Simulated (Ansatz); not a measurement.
C₅H₁₀O, SMILES `CC(C)(C)C=O`. The species carries charge 0 and has multiplicity 1.

```xyz
16

C    -0.6236    0.6206   -1.2473
C    -0.0489   -0.0623   -0.0192
C     1.4635   -0.2554   -0.1494
C    -0.3543    0.7344    1.2511
C    -0.6536   -1.4358    0.1651
O    -1.4754   -1.9429   -0.5456
H    -1.7055    0.7355   -1.1617
H    -0.1787    1.6110   -1.3715
H    -0.4267    0.0372   -2.1484
H     1.8734   -0.7941    0.7097
H     1.9590    0.7173   -0.2003
H     1.7155   -0.8130   -1.0546
H     0.0136    0.2205    2.1437
H     0.1342    1.7108    1.2033
H    -1.4283    0.8973    1.3684
H    -0.2641   -1.9810    1.0568
```

Task: What are the harmonic wavenumbers in cm⁻¹ at PBE0-D4/def2-TZVP (Ansatz, finite differences of forces, unscaled)? (Best estimate.)

Result: The calculation gave: 81, 197, 244, 246, 274, 321, 344, 380, 396, 602, 781, 900, 953, 958, 958, 960, 1054, 1071, 1242, 1246, 1307, 1385, 1394, 1400, 1428, 1467, 1474, 1476, 1490, 1498, 1511, 1842, 2864, 3041, 3044, 3057, 3116, 3119, 3125, 3126, 3132, 3140.

Task: Is this a minimum?

Result: Yes, all 42 modes are real.

Task: Give the ideal-gas thermochemistry at 298.15 K and 1 bar (rigid rotor, harmonic oscillator; point group Cs, symmetry number 1).

Result: Zero-point energy 368.7 kJ/mol; H(298) − E = 391.2 kJ/mol; entropy 348.2 J/(mol·K), of which translation 164.4, rotation 111.4, vibration 72.3; G(298) − E = 287.4 kJ/mol. Modes under 100 cm⁻¹ are hindered rotations or soft bends, so the harmonic entropy is rough.

Task: And at 400, 500, 600, 800 and 1000 K?

Result: 
| T (K) | H − E (kJ/mol) | S (J/mol/K) | G − E (kJ/mol) |
| --- | --- | --- | --- |
| 400 | 405.3 | 388.5 | 249.9 |
| 500 | 422.0 | 425.7 | 209.2 |
| 600 | 441.4 | 461.1 | 164.8 |
| 800 | 486.7 | 525.9 | 66.0 |
| 1000 | 538.8 | 583.9 | -45.1 |

Task: Rotational constants (cm⁻¹)?

Result: 0.1496, 0.09344, 0.09202.
